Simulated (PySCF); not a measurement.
Molecule: C$_{4}$H$_{7}$, net charge 0, doublet state. It need not be the lowest isomer of its formula. 
Structure (B3LYP-D3(BJ)/def2-TZVP (Ansatz) minimum search):
```
C
C 1 1.3809
H 2 1.0813 1 121.53
H 2 1.0821 3 117.53 1 179.95
C 1 1.3867 2 121.37 3 179.56
H 5 1.0816 1 121.47 2 -179.53
H 5 1.0818 6 117.56 1 -179.97
C 1 1.5125 2 119.66 3 -1.14
H 8 1.0896 1 111.43 2 14.20
H 8 1.0911 9 108.25 1 -122.46
H 8 1.0925 9 107.88 10 -115.95
```
Charge 0, spin multiplicity 2.

Dispersion corrections to the total energy (kcal/mol) from the dftd3 and dftd4 libraries through PySCF: D3(BJ) without and D4 with the three-body term, each with the damping fitted for the functional named.

```csv
functional,D3(BJ),D4
BHLYP,-5.85,-4.53
BLYP,?,-9.47
B3LYP,-7.72,?
r2SCAN,-1.25,-1.04
CAM-B3LYP,-3.31,-3.44
HSE06,-2.77,?
LC-wPBE,-4.08,-4.59
```

Fill in the missing entries.


- BLYP, D3(BJ): -9.52
- B3LYP, D4: -6.66
- HSE06, D4: -3.18
